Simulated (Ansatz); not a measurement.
Forces away from equilibrium

CH$_{4}$SSi (SMILES C=[SiH]S), singlet, displaced at random from a GFN2-xTB minimum.

```
7
angstrom
C -0.8689 0.2530 -0.7825
Si 0.0288 0.4228 0.6403
S 1.6139 -0.8653 0.9769
H -0.6384 -0.4508 -1.5237
H -1.6739 0.9050 -0.9856
H 0.0671 1.2822 1.7625
H 1.4946 -1.5266 -0.0809
```

Computed with Ansatz 0.2.0 (basis: def2-TZVPP); correlated methods freeze the cores.

CCSD(T) forces from the calculation:
```json
{"atom": "C1", "Fx": "-0.251", "Fy": "0.888", "Fz (eV/Å)": "0.809"}
{"atom": "Si2", "Fx": "0.319", "Fy": "-0.858", "Fz (eV/Å)": "-0.834"}
{"atom": "S3", "Fx": "1.249", "Fy": "0.829", "Fz (eV/Å)": "2.780"}
{"atom": "H4", "Fx": "0.333", "Fy": "-0.976", "Fz (eV/Å)": "-0.829"}
{"atom": "H5", "Fx": "-0.848", "Fy": "0.606", "Fz (eV/Å)": "-0.283"}
{"atom": "H6", "Fx": "-0.459", "Fy": "0.988", "Fz (eV/Å)": "0.799"}
{"atom": "H7", "Fx": "-0.344", "Fy": "-1.476", "Fz (eV/Å)": "-2.442"}
```

Root-mean-square difference of the force components from those of CCSD(T): PBE0-D4 0.155; wB97M-V 0.180; r2SCAN-D4 0.113; PBE-D4 0.155; r2SCANh-D4 0.136; LC-wPBE 0.296 eV/Å.

The T1 diagnostic stays at or below 0.014. These are differences at one structure, and CCSD(T) in triple zeta is itself an approximation.

For scale, one of the runs: CCSD(T)/def2-TZVPP forces, 171 basis functions (an equivalent command: `ansatz run in.yaml --threads 4`). Hardware: 4 CPU threads, shared host. Wall time 69 s; peak host memory 2.5 GiB.
